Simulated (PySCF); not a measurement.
# Potential energy of LiO⁺ along the bond

Set-up: basis Li aug-cc-pVDZ, O aug-cc-pVDZ; no relativity; PySCF 2.14. Energies in eV from Li⁺ + O in their ground configurations at the same level. State: ³Σ⁻ (triplet), unpaired electrons π ↑↑.

```tsv
R (Å)	UHF	UHF-SCS-MP2	PBE
1.809	-0.3294	-0.3917	-0.3445
1.893	-0.4210	-0.4639	-0.4403
1.977	-0.4680	-0.4996	-0.4926
2.040	-0.4830	-0.5104	-0.5119
2.103	-0.4858	-0.5114	-0.5190
2.166	-0.4798	-0.5051	-0.5172
2.250	-0.4628	-0.4886	-0.5049
2.355	-0.4329	-0.4595	-0.4795
2.482	-0.3916	-0.4184	-0.4412
2.650	-0.3356	-0.3612	-0.3857
```

Put a parabola through the three lowest points of the UHF curve and estimate Re, k and ωe (reduced mass 4.877 u; 1 eV/Å² = 0.16022 mdyn/Å; ωe = 1302.8·√(k/μ) cm⁻¹).

Through R = 2.04, 2.103, 2.166 Å the second-order coefficient is 1.11 eV/Å², so Re ≈ 2.092 Å, k ≈ 0.355 mdyn/Å and ωe ≈ 352 cm⁻¹. A polynomial fit of higher order to the unrounded UHF energies gives Re = 2.088 Å, k = 0.377 mdyn/Å, ωe = 362 cm⁻¹; anharmonicity and rounding make the difference.

The higher-order fit for each curve: UHF: Re = 2.088 Å, ωe = 362 cm⁻¹, De = 0.486 eV; UHF-SCS-MP2: Re = 2.078 Å, ωe = 338 cm⁻¹, De = 0.51 eV; PBE: Re = 2.119 Å, ωe = 339 cm⁻¹, De = 0.52 eV.

Correlated steps freeze 1 core orbital. Correlated levels converge slowly with the basis: in double zeta they bind strong bonds too weakly, by up to about 1 eV, and carry superposition errors of some tenths. For an ion De counts to the pair picked by the measured ionisation energies or electron affinities, which need not be the lowest pair at this level. The state is the lowest determinant that a PBE0 search found; another state may lie lower at other levels.
